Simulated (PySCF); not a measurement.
Species: diacetylene, C4H2.
Numbering: `[CH:1]#[C:2][C:3]#[CH:4]` (hydrogens: H5 on C1; H6 on C4)

Structure used (B3LYP/def2-TZVP), in Å, numbered top down from 1:
```
atom  x, y, z in Å
C1     1.854    0.315    0.054
C2     0.666    0.116    0.089
C3    -0.679   -0.108    0.128
C4    -1.867   -0.308    0.164
H5     2.902    0.489    0.025
H6    -2.915   -0.482    0.194
```

Level of theory: B3LYP/def2-TZVP geometry optimisation, gas phase in PySCF.

Take the most abundant isotopes and a rigid rotor. 

What are the moment of inertia and the rotational constant?

I = 114.177 u·Å², B = 505379 MHz·u·Å²/I = 4426 MHz (0.1476 cm⁻¹, or 0.212 K as hB/k).

List the first levels of a rigid rotor in a Σ state.

E(J) = BJ(J+1): J = 1: 0.295, J = 2: 0.886, J = 3: 1.772, J = 4: 2.953, J = 5: 4.429, J = 6: 6.201 cm⁻¹.

Has it a pure rotational spectrum?

Not by electric dipole: D∞h allows no dipole (computed 0.00 D). Rotational Raman lines (ΔJ = 2) lie at B(4J + 6), spaced by 4B = 0.591 cm⁻¹, with nuclear-spin weights that differ between even and odd J.

No B3LYP/def2-TZVP frequencies stand behind this structure, so it isn't proved a minimum. These are rigid-rotor constants of the computed structure; measured ground-state constants (B0) also hold zero-point vibration.
